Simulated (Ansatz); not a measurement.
Results of r²SCAN-D4 in Ansatz (PAW) for fcc Al.

Numerical settings: plane-wave cutoff 560 eV, 24×24×24 k mesh, Fermi–Dirac smearing 0.05 eV, scalar-relativistic PAW data made under PBE.

Pressure at four volumes; x = ln(V/15.708 Å³). One pressure is withheld.

```
V (Å³/atom)        x  P (GPa)
-----------  -------  -------
14.766       -0.0618     6.87
15.708        0.0000     0.02
16.337        0.0393    -3.43
16.651        0.0583        ?
```

Q: Pass a parabola P(x) through the three rows shown, estimate the bulk modulus and its pressure derivative near zero pressure, and predict the withheld pressure.

A: Slopes between the rows: (0.02 − (6.87))/(0.0000 − (-0.0618)) = -110.84 and (-3.43 − (0.02))/(0.0393 − (0.0000)) = -87.79 GPa. Their difference over the span 0.1011 is c = 23.05/0.1011 = 228.0 GPa, so P(x) = 6.87 + (-110.84)(x − (-0.0618)) + 228.0 (x − (-0.0618))(x − (0.0000)). At the middle row B = −dP/dx = −[-110.84 + 228.0 × 0.0618] = 96.7 GPa, and B′ = dB/dP = 2c/B = 4.7. At x = 0.0583 the parabola gives -4.85 GPa; the run gives -4.87 GPa. The Birch–Murnaghan fit to the energies at all volumes has B0 = 96.1 GPa and B′ = 4.6.

Measured, for comparison: bulk modulus 80.8 GPa (corrected for temperature and zero-point phonon effects, our sources range from 77.1 to 82.0; as tabulated in Levämäki et al. (2014), arXiv:1402.3671). Computed (rounded) less measured: bulk modulus +19 % (+17 % to +25 % over the range).

Ansatz is an electronic-structure program.
